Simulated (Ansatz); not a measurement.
Born–Oppenheimer molecular dynamics of HSSi (3 atoms, charge 1, multiplicity 1). It starts from a relaxed structure.

These are results of RKS r2SCAN/6-31G* in Ansatz, not measurements.

| Item | Value |
| --- | --- |
| ensemble | NVT, Langevin thermostat |
| time step | 1 fs |
| steps asked | 250 |
| set temperature | 400 K |
| friction | 0.02 /fs |
| masses | H 2.014 u |
| seed | 869770 |

Frames 10 fs apart, positions in Å.

Velocities at 70.0 fs (Å/ps):

```
Si 2.46 -0.62 2.90
S -2.65 -4.48 2.02
H -0.79 -8.49 -7.59
```

```xyz
3
Properties=species:S:1:pos:R:3 time_fs=70.0 energy_less_start_eV=0.025 T=224
Si 0.015 -0.142 0.102
S 0.238 1.722 0.297
H -0.028 -1.571 -0.326
3
Properties=species:S:1:pos:R:3 time_fs=80.0 energy_less_start_eV=0.027 T=439
Si 0.043 -0.157 0.132
S 0.188 1.699 0.336
H -0.048 -1.583 -0.305
3
Properties=species:S:1:pos:R:3 time_fs=90.0 energy_less_start_eV=0.014 T=547
Si 0.080 -0.174 0.139
S 0.118 1.687 0.378
H -0.086 -1.646 -0.134
3
Properties=species:S:1:pos:R:3 time_fs=100.0 energy_less_start_eV=0.021 T=306
Si 0.076 -0.207 0.130
S 0.060 1.678 0.413
H -0.134 -1.680 0.009
3
Properties=species:S:1:pos:R:3 time_fs=110.0 energy_less_start_eV=0.030 T=176
Si 0.051 -0.217 0.117
S 0.020 1.662 0.431
H -0.156 -1.708 0.038
3
Properties=species:S:1:pos:R:3 time_fs=120.0 energy_less_start_eV=0.021 T=192
Si 0.029 -0.220 0.113
S 0.000 1.641 0.437
H -0.153 -1.681 0.057
3
Properties=species:S:1:pos:R:3 time_fs=130.0 energy_less_start_eV=0.032 T=213
Si 0.003 -0.248 0.116
S -0.023 1.636 0.437
H -0.169 -1.750 -0.024
3
Properties=species:S:1:pos:R:3 time_fs=140.0 energy_less_start_eV=0.032 T=272
Si -0.050 -0.249 0.124
S -0.042 1.613 0.431
H -0.104 -1.640 -0.192
3
Properties=species:S:1:pos:R:3 time_fs=150.0 energy_less_start_eV=0.107 T=167
Si -0.099 -0.246 0.120
S -0.056 1.603 0.412
H -0.095 -1.728 -0.429
3
Properties=species:S:1:pos:R:3 time_fs=160.0 energy_less_start_eV=0.092 T=182
Si -0.155 -0.262 0.120
S -0.067 1.603 0.405
H -0.026 -1.557 -0.439
3
Properties=species:S:1:pos:R:3 time_fs=170.0 energy_less_start_eV=0.199 T=277
Si -0.204 -0.237 0.136
S -0.055 1.624 0.392
H 0.061 -1.683 -0.513
3
Properties=species:S:1:pos:R:3 time_fs=180.0 energy_less_start_eV=0.233 T=340
Si -0.250 -0.252 0.134
S -0.028 1.646 0.366
H 0.139 -1.467 -0.439
```

Of the whole run (250 fs, mean temperature of the second half 328 K): The mean temperature of the second half is 18 % below the set value. A run of 0.25 ps of so small a system gives no equilibrium averages. Limits of this set-up: the dipole of an ion depends on the origin.

Run time: 3.2 min on 1 thread of Arm Neoverse V2 (shared host), peak memory 0.08 GiB.
